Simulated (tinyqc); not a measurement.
RHF in the sto-3g basis, for NH3, spin multiplicity 1, step by step (part 1 of 3). Computed by tinyqc, a small Python program that keeps every step (integrals from PySCF). Settings: charge = 0, multiplicity = 1, basis = sto-3g, energy threshold = 1e-10, iteration cap = 60, orthogonalisation = symmetric, start = core, DIIS depth = 3, DIIS from iteration = 3, method = RHF. Command: `OMP_NUM_THREADS=1 python tinyqc.py 22880 22881 out.jsonl` (the two numbers bound the seeds that draw the settings). One thread of a shared host (Intel(R) Xeon(R) Processor @ 2.60GHz), about 0.1 s of CPU time with the checks. Later iterations appear only in the table of the cycle.

## One-electron integrals

Geometry (angstrom):
```
atom          x          y         z
N      0.000000   0.000000  0.225000
H      0.977000   0.000000  0.000000
H     -0.488000   0.846000  0.000000
H     -0.488000  -0.846000  0.000000
```

Basis sto-3g: exponents (1/bohr^2) and contraction coefficients of normalised primitives:
```
element  l (shell)   exponent  coefficient
N            s (1)  99.106169     0.154329
N            s (1)  18.052312     0.535328
N            s (1)   4.885660     0.444635
N            s (2)   3.780456    -0.099967
N            s (2)   0.878497     0.399513
N            s (2)   0.285714     0.700115
N            p (3)   3.780456     0.155916
N            p (3)   0.878497     0.607684
N            p (3)   0.285714     0.391957
H            s (1)   3.425251     0.154329
H            s (1)   0.623914     0.535328
H            s (1)   0.168855     0.444635
```

Overlap, kinetic and nuclear-attraction integrals over the contracted functions; the nuclear repulsion is the sum of Za Zb / Rab.

nuclear repulsion = 12.02501282 hartree

overlap S:
```
           1N 1s     1N 2s     1N 2px     1N 2py     1N 2pz      2H 1s      3H 1s      4H 1s
1N 1s   1.000000  0.235038   0.000000   0.000000   0.000000   0.059730   0.059777   0.059777
1N 2s   0.235038  1.000000   0.000000   0.000000   0.000000   0.500784   0.500993   0.500993
1N 2px  0.000000  0.000000   1.000000   0.000000   0.000000   0.431625  -0.215719  -0.215719
1N 2py  0.000000  0.000000   0.000000   1.000000   0.000000   0.000000   0.373971  -0.373971
1N 2pz  0.000000  0.000000   0.000000   0.000000   1.000000  -0.099402  -0.099460  -0.099460
2H 1s   0.059730  0.500784   0.431625   0.000000  -0.099402   1.000000   0.193697   0.193697
3H 1s   0.059777  0.500993  -0.215719   0.373971  -0.099460   0.193697   1.000000   0.193617
4H 1s   0.059777  0.500993  -0.215719  -0.373971  -0.099460   0.193697   0.193617   1.000000
```

kinetic energy T (hartree):
```
            1N 1s      1N 2s     1N 2px     1N 2py     1N 2pz      2H 1s      3H 1s      4H 1s
1N 1s   21.990753  -0.128416   0.000000   0.000000   0.000000  -0.005619  -0.005599  -0.005599
1N 2s   -0.128416   0.606994   0.000000   0.000000   0.000000   0.126800   0.126938   0.126938
1N 2px   0.000000   0.000000   1.899358   0.000000   0.000000   0.283345  -0.141691  -0.141691
1N 2py   0.000000   0.000000   0.000000   1.899358   0.000000   0.000000   0.245636  -0.245636
1N 2pz   0.000000   0.000000   0.000000   0.000000   1.899358  -0.065253  -0.065329  -0.065329
2H 1s   -0.005619   0.126800   0.283345   0.000000  -0.065253   0.760032  -0.002289  -0.002289
3H 1s   -0.005599   0.126938  -0.141691   0.245636  -0.065329  -0.002289   0.760032  -0.002301
4H 1s   -0.005599   0.126938  -0.141691  -0.245636  -0.065329  -0.002289  -0.002301   0.760032
```

nuclear attraction V (hartree):
```
             1N 1s      1N 2s     1N 2px     1N 2py     1N 2pz      2H 1s      3H 1s      4H 1s
1N 1s   -47.769771  -5.805201   0.000000   0.000000   0.010874  -1.513520  -1.514735  -1.514735
1N 2s    -5.805201  -8.412077  -0.000034   0.000000   0.124201  -3.502471  -3.504270  -3.504270
1N 2px    0.000000  -0.000034  -8.412921   0.000000  -0.000009  -2.749108   1.374084   1.374084
1N 2py    0.000000   0.000000   0.000000  -8.413170   0.000000   0.000000  -2.382193   2.382193
1N 2pz    0.010874   0.124201  -0.000009   0.000000  -8.243660   0.668191   0.668653   0.668653
2H 1s    -1.513520  -3.502471  -2.749108   0.000000   0.668191  -5.433470  -1.172850  -1.172850
3H 1s    -1.514735  -3.504270   1.374084  -2.382193   0.668653  -1.172850  -5.434465  -1.172589
4H 1s    -1.514735  -3.504270   1.374084   2.382193   0.668653  -1.172850  -1.172589  -5.434465
```

core Hamiltonian H = T + V (hartree):
```
             1N 1s      1N 2s     1N 2px     1N 2py     1N 2pz      2H 1s      3H 1s      4H 1s
1N 1s   -25.779018  -5.933617   0.000000   0.000000   0.010874  -1.519139  -1.520334  -1.520334
1N 2s    -5.933617  -7.805083  -0.000034   0.000000   0.124201  -3.375671  -3.377332  -3.377332
1N 2px    0.000000  -0.000034  -6.513563   0.000000  -0.000009  -2.465763   1.232393   1.232393
1N 2py    0.000000   0.000000   0.000000  -6.513812   0.000000   0.000000  -2.136557   2.136557
1N 2pz    0.010874   0.124201  -0.000009   0.000000  -6.344302   0.602937   0.603324   0.603324
2H 1s    -1.519139  -3.375671  -2.465763   0.000000   0.602937  -4.673438  -1.175139  -1.175139
3H 1s    -1.520334  -3.377332   1.232393  -2.136557   0.603324  -1.175139  -4.674434  -1.174890
4H 1s    -1.520334  -3.377332   1.232393   2.136557   0.603324  -1.175139  -1.174890  -4.674434
```

## Two-electron integrals

Functions are numbered as in S; the eight-fold symmetry (ij|kl) = (ji|kl) = (kl|ij) leaves the list below.

Two-electron integrals (ij|kl) in chemists' order, unique and non-zero (hartree):
```
(11|11) 4.166630    (21|11) 0.640849    (21|21) 0.117461    (22|11) 0.969864
(22|21) 0.220936    (22|22) 0.708245    (31|31) 0.020960    (32|31) 0.032452
(32|32) 0.156449    (33|11) 0.967124    (33|21) 0.220977    (33|22) 0.708086
(33|33) 0.762805    (41|41) 0.020960    (42|41) 0.032452    (42|42) 0.156449
(43|43) 0.041119    (44|11) 0.967124    (44|21) 0.220977    (44|22) 0.708086
(44|33) 0.680568    (44|44) 0.762805    (51|51) 0.020960    (52|51) 0.032452
(52|52) 0.156449    (53|53) 0.041119    (54|54) 0.041119    (55|11) 0.967124
(55|21) 0.220977    (55|22) 0.708086    (55|33) 0.680568    (55|44) 0.680568
(55|55) 0.762805    (61|11) 0.165251    (61|21) 0.030035    (61|22) 0.056128
(61|31) 0.001539    (61|32) 0.002876    (61|33) 0.056393    (61|44) 0.055988
(61|51) -0.000354   (61|52) -0.000662   (61|53) -0.000093   (61|55) 0.056009
(61|61) 0.007810    (62|11) 0.380002    (62|21) 0.087538    (62|22) 0.307219
(62|31) 0.007127    (62|32) 0.052790    (62|33) 0.318197    (62|44) 0.301138
(62|51) -0.001641   (62|52) -0.012157   (62|53) -0.003929   (62|55) 0.302043
(62|61) 0.022975    (62|62) 0.165909    (63|11) 0.283027    (63|21) 0.066054
(63|22) 0.246816    (63|31) 0.013906    (63|32) 0.092192    (63|33) 0.269716
(63|44) 0.234884    (63|51) -0.001088   (63|52) -0.009220   (63|53) -0.005530
(63|55) 0.235584    (63|61) 0.018153    (63|62) 0.160169    (63|63) 0.174991
(64|41) 0.009180    (64|42) 0.052155    (64|43) 0.010818    (64|54) -0.002491
(64|64) 0.022698    (65|11) -0.065180   (65|21) -0.015212   (65|22) -0.056841
(65|31) -0.001088   (65|32) -0.009220   (65|33) -0.057132   (65|44) -0.054093
(65|51) 0.009430    (65|52) 0.054279    (65|53) 0.011517    (65|55) -0.059237
(65|61) -0.004181   (65|62) -0.036886   (65|63) -0.035073   (65|65) 0.030775
(66|11) 0.510962    (66|21) 0.119601    (66|22) 0.477258    (66|31) 0.012997
(66|32) 0.128758    (66|33) 0.518544    (66|44) 0.454640    (66|51) -0.002993
(66|52) -0.029653   (66|53) -0.014717   (66|55) 0.458030    (66|61) 0.031790
(66|62) 0.317648    (66|63) 0.344493    (66|65) -0.079336   (66|66) 0.774606
(71|11) 0.165383    (71|21) 0.030059    (71|22) 0.056172    (71|31) -0.000770
(71|32) -0.001438   (71|33) 0.056133    (71|41) 0.001334    (71|42) 0.002493
(71|43) -0.000176   (71|44) 0.056336    (71|51) -0.000355   (71|52) -0.000663
(71|53) 0.000047    (71|54) -0.000081   (71|55) 0.056053    (71|61) 0.007636
(71|62) 0.021956    (71|63) 0.016171    (71|64) 0.000688    (71|65) -0.003998
(71|66) 0.029846    (71|71) 0.007822    (72|11) 0.380207    (72|21) 0.087585
(72|22) 0.307372    (72|31) -0.003563   (72|32) -0.026387   (72|33) 0.305549
(72|41) 0.006176    (72|42) 0.045745    (72|43) -0.007386   (72|44) 0.314092
(72|51) -0.001643   (72|52) -0.012166   (72|53) 0.001964    (72|54) -0.003405
(72|55) 0.302194    (72|61) 0.021950    (72|62) 0.127842    (72|63) 0.094763
(72|64) 0.014509    (72|65) -0.027610   (72|66) 0.197034    (72|71) 0.023005
(72|72) 0.166057    (73|11) -0.141472   (73|21) -0.033017   (73|22) -0.123367
(73|31) 0.010366    (73|32) 0.062184    (73|33) -0.129864   (73|41) -0.002046
(73|42) -0.017333   (73|43) 0.012229    (73|44) -0.122351   (73|51) 0.000544
(73|52) 0.004610    (73|53) -0.003252   (73|54) 0.001316    (73|55) -0.117753
(73|61) -0.007481   (73|62) -0.034770   (73|63) -0.009835   (73|64) -0.003028
(73|65) 0.007316    (73|66) -0.039499   (73|71) -0.009081   (73|72) -0.080090
(73|73) 0.060766    (74|11) 0.245256    (74|21) 0.057239    (74|22) 0.213869
(74|31) -0.002046   (74|32) -0.017333   (74|33) 0.206384    (74|41) 0.012733
(74|42) 0.082234    (74|43) -0.010356   (74|44) 0.230858    (74|51) -0.000944
(74|52) -0.007992   (74|53) 0.001316    (74|54) -0.004775   (74|55) 0.204137
(74|61) 0.014345    (74|62) 0.089321    (74|63) 0.065557    (74|64) 0.026229
(74|65) -0.018903   (74|66) 0.137980    (74|71) 0.015743    (74|72) 0.138844
(74|73) -0.065954   (74|74) 0.137060    (75|11) -0.065228   (75|21) -0.015223
(75|22) -0.056880   (75|31) 0.000544    (75|32) 0.004610    (75|33) -0.054889
(75|41) -0.000944   (75|42) -0.007992   (75|43) 0.001316    (75|44) -0.056412
(75|51) 0.009437    (75|52) 0.054311    (75|53) -0.005758   (75|54) 0.009981
(75|55) -0.059278   (75|61) -0.003998   (75|62) -0.027614   (75|63) -0.020036
(75|64) -0.003108   (75|65) 0.022541    (75|66) -0.045930   (75|71) -0.004187
(75|72) -0.036927   (75|73) 0.017541    (75|74) -0.030409   (75|75) 0.030809
(76|11) 0.123612    (76|21) 0.028619    (76|22) 0.105693    (76|31) 0.000959
(76|32) 0.007847    (76|33) 0.106239    (76|41) 0.001660    (76|42) 0.013579
(76|43) 0.000429    (76|44) 0.106732    (76|51) -0.000883   (76|52) -0.007222
(76|53) -0.000871   (76|54) -0.001508   (76|55) 0.104001    (76|61) 0.007383
(76|62) 0.053296    (76|63) 0.047568    (76|64) 0.005500    (76|65) -0.013148
(76|66) 0.098463    (76|71) 0.007389    (76|72) 0.053316    (76|73) -0.019005
(76|74) 0.043962    (76|75) -0.013155   (76|76) 0.020452    (77|11) 0.511110
(77|21) 0.119635    (77|22) 0.477363    (77|31) -0.006497   (77|32) -0.064351
(77|33) 0.470699    (77|41) 0.011263    (77|42) 0.111559    (77|43) -0.027664
(77|44) 0.502699    (77|51) -0.002995   (77|52) -0.029670   (77|53) 0.007357
(77|54) -0.012755   (77|55) 0.458133    (77|61) 0.029831    (77|62) 0.196977
(77|63) 0.139244    (77|64) 0.034716    (77|65) -0.045912   (77|66) 0.309592
(77|71) 0.031824    (77|72) 0.317814    (77|73) -0.172196   (77|74) 0.298520
(77|75) -0.079394   (77|76) 0.098463    (77|77) 0.774606    (81|11) 0.165383
(81|21) 0.030059    (81|22) 0.056172    (81|31) -0.000770   (81|32) -0.001438
(81|33) 0.056133    (81|41) -0.001334   (81|42) -0.002493   (81|43) 0.000176
(81|44) 0.056336    (81|51) -0.000355   (81|52) -0.000663   (81|53) 0.000047
(81|54) 0.000081    (81|55) 0.056053    (81|61) 0.007636    (81|62) 0.021956
(81|63) 0.016171    (81|64) -0.000688   (81|65) -0.003998   (81|66) 0.029846
(81|71) 0.007642    (81|72) 0.021967    (81|73) -0.008678   (81|74) 0.013668
(81|75) -0.004001   (81|76) 0.007118    (81|77) 0.029853    (81|81) 0.007822
(82|11) 0.380207    (82|21) 0.087585    (82|22) 0.307372    (82|31) -0.003563
(82|32) -0.026387   (82|33) 0.305549    (82|41) -0.006176   (82|42) -0.045745
(82|43) 0.007386    (82|44) 0.314092    (82|51) -0.001643   (82|52) -0.012166
(82|53) 0.001964    (82|54) 0.003405    (82|55) 0.302194    (82|61) 0.021950
(82|62) 0.127842    (82|63) 0.094763    (82|64) -0.014509   (82|65) -0.027610
(82|66) 0.197034    (82|71) 0.021967    (82|72) 0.127888    (82|73) -0.059914
(82|74) 0.074840    (82|75) -0.027624   (82|76) 0.042741    (82|77) 0.197032
(82|81) 0.023005    (82|82) 0.166057    (83|11) -0.141472   (83|21) -0.033017
(83|22) -0.123367   (83|31) 0.010366    (83|32) 0.062184    (83|33) -0.129864
(83|41) 0.002046    (83|42) 0.017333    (83|43) -0.012229   (83|44) -0.122351
(83|51) 0.000544    (83|52) 0.004610    (83|53) -0.003252   (83|54) -0.001316
(83|55) -0.117753   (83|61) -0.007481   (83|62) -0.034770   (83|63) -0.009835
(83|64) 0.003028    (83|65) 0.007316    (83|66) -0.039499   (83|71) -0.008678
(83|72) -0.059914   (83|73) 0.044245    (83|74) -0.034277   (83|75) 0.012703
(83|76) -0.014978   (83|77) -0.099619   (83|81) -0.009081   (83|82) -0.080090
(83|83) 0.060766    (84|11) -0.245256   (84|21) -0.057239   (84|22) -0.213869
(84|31) 0.002046    (84|32) 0.017333    (84|33) -0.206384   (84|41) 0.012733
(84|42) 0.082234    (84|43) -0.010356   (84|44) -0.230858   (84|51) 0.000944
(84|52) 0.007992    (84|53) -0.001316   (84|54) -0.004775   (84|55) -0.204137
(84|61) -0.014345   (84|62) -0.089321   (84|63) -0.065557   (84|64) 0.026229
(84|65) 0.018903    (84|66) -0.137980   (84|71) -0.013668   (84|72) -0.074840
(84|73) 0.034277    (84|74) -0.027928   (84|75) 0.015804    (84|76) -0.025974
(84|77) -0.103258   (84|81) -0.015743   (84|82) -0.138844   (84|83) 0.065954
(84|84) 0.137060    (85|11) -0.065228   (85|21) -0.015223   (85|22) -0.056880
(85|31) 0.000544    (85|32) 0.004610    (85|33) -0.054889   (85|41) 0.000944
(85|42) 0.007992    (85|43) -0.001316   (85|44) -0.056412   (85|51) 0.009437
(85|52) 0.054311    (85|53) -0.005758   (85|54) -0.009981   (85|55) -0.059278
(85|61) -0.003998   (85|62) -0.027614   (85|63) -0.020036   (85|64) 0.003108
(85|65) 0.022541    (85|66) -0.045930   (85|71) -0.004001   (85|72) -0.027624
(85|73) 0.012703    (85|74) -0.015804   (85|75) 0.022551    (85|76) -0.010238
(85|77) -0.045931   (85|81) -0.004187   (85|82) -0.036927   (85|83) 0.017541
(85|84) 0.030409    (85|85) 0.030809    (86|11) 0.123612    (86|21) 0.028619
(86|22) 0.105693    (86|31) 0.000959    (86|32) 0.007847    (86|33) 0.106239
(86|41) -0.001660   (86|42) -0.013579   (86|43) -0.000429   (86|44) 0.106732
(86|51) -0.000883   (86|52) -0.007222   (86|53) -0.000871   (86|54) 0.001508
(86|55) 0.104001    (86|61) 0.007383    (86|62) 0.053296    (86|63) 0.047568
(86|64) -0.005500   (86|65) -0.013148   (86|66) 0.098463    (86|71) 0.007118
(86|72) 0.042741    (86|73) -0.014978   (86|74) 0.025974    (86|75) -0.010238
(86|76) 0.016831    (86|77) 0.065746    (86|81) 0.007389    (86|82) 0.053316
(86|83) -0.019005   (86|84) -0.043962   (86|85) -0.013155   (86|86) 0.020452
(87|11) 0.123593    (87|21) 0.028615    (87|22) 0.105667    (87|31) -0.001915
(87|32) -0.015664   (87|33) 0.106948    (87|44) 0.105969    (87|51) -0.000883
(87|52) -0.007222   (87|53) 0.001740    (87|55) 0.103977    (87|61) 0.007112
(87|62) 0.042714    (87|63) 0.029974    (87|65) -0.010230   (87|66) 0.065727
(87|71) 0.007388    (87|72) 0.053296    (87|73) -0.028522   (87|74) 0.038446
(87|75) -0.013151   (87|76) 0.016825    (87|77) 0.098416    (87|81) 0.007388
(87|82) 0.053296    (87|83) -0.028522   (87|84) -0.038446   (87|85) -0.013151
(87|86) 0.016825    (87|87) 0.020434    (88|11) 0.511110    (88|21) 0.119635
(88|22) 0.477363    (88|31) -0.006497   (88|32) -0.064351   (88|33) 0.470699
(88|41) -0.011263   (88|42) -0.111559   (88|43) 0.027664    (88|44) 0.502699
(88|51) -0.002995   (88|52) -0.029670   (88|53) 0.007357    (88|54) 0.012755
(88|55) 0.458133    (88|61) 0.029831    (88|62) 0.196977    (88|63) 0.139244
(88|64) -0.034716   (88|65) -0.045912   (88|66) 0.309592    (88|71) 0.029853
(88|72) 0.197032    (88|73) -0.099619   (88|74) 0.103258    (88|75) -0.045931
(88|76) 0.065746    (88|77) 0.309545    (88|81) 0.031824    (88|82) 0.317814
(88|83) -0.172196   (88|84) -0.298520   (88|85) -0.079394   (88|86) 0.098463
(88|87) 0.098416    (88|88) 0.774606
```

## Orthogonalisation

S = U s U^T; symmetric (Loewdin) form X = U s^(-1/2) U^T, so that X^T S X = 1.

eigenvalues of S: 0.269366  0.365529  0.365782  0.940926  1.033194  1.440494  1.440854  2.143854

X:
```
            1N 1s      1N 2s     1N 2px     1N 2py     1N 2pz      2H 1s      3H 1s      4H 1s
1N 1s    1.025285  -0.156867  -0.000001   0.000000   0.006807   0.023237   0.023242   0.023242
1N 2s   -0.156867   1.427320  -0.000050   0.000000  -0.078998  -0.332072  -0.332347  -0.332347
1N 2px  -0.000001  -0.000050   1.169388   0.000000   0.000014  -0.329389   0.164682   0.164682
1N 2py   0.000000   0.000000   0.000000   1.169644   0.000000   0.000000  -0.285498   0.285498
1N 2pz   0.006807  -0.078998   0.000014   0.000000   1.015383   0.064848   0.064916   0.064916
2H 1s    0.023237  -0.332072  -0.329389   0.000000   0.064848   1.263534  -0.053622  -0.053622
3H 1s    0.023242  -0.332347   0.164682  -0.285498   0.064916  -0.053622   1.263815  -0.053640
4H 1s    0.023242  -0.332347   0.164682   0.285498   0.064916  -0.053622  -0.053640   1.263815
```

## Starting guess

The start is the orbitals of the core Hamiltonian; D = 2 C_occ C_occ^T.

D at the start:
```
            1N 1s      1N 2s     1N 2px     1N 2py     1N 2pz      2H 1s      3H 1s      4H 1s
1N 1s    2.143378  -0.681134   0.000002   0.000000   0.038953   0.095719   0.095768   0.095768
1N 2s   -0.681134   3.208819  -0.000103   0.000000  -0.252048  -0.436877  -0.437123  -0.437123
1N 2px   0.000002  -0.000103   2.575345   0.000000   0.000044  -0.556892   0.278416   0.278416
1N 2py   0.000000   0.000000   0.000000   2.576254   0.000000   0.000000  -0.482757   0.482757
1N 2pz   0.038953  -0.252048   0.000044   0.000000   2.055540   0.118015   0.118124   0.118124
2H 1s    0.095719  -0.436877  -0.556892   0.000000   0.118015   0.183357   0.002762   0.002762
3H 1s    0.095768  -0.437123   0.278416  -0.482757   0.118124   0.002762   0.183561   0.002635
4H 1s    0.095768  -0.437123   0.278416   0.482757   0.118124   0.002762   0.002635   0.183561
```
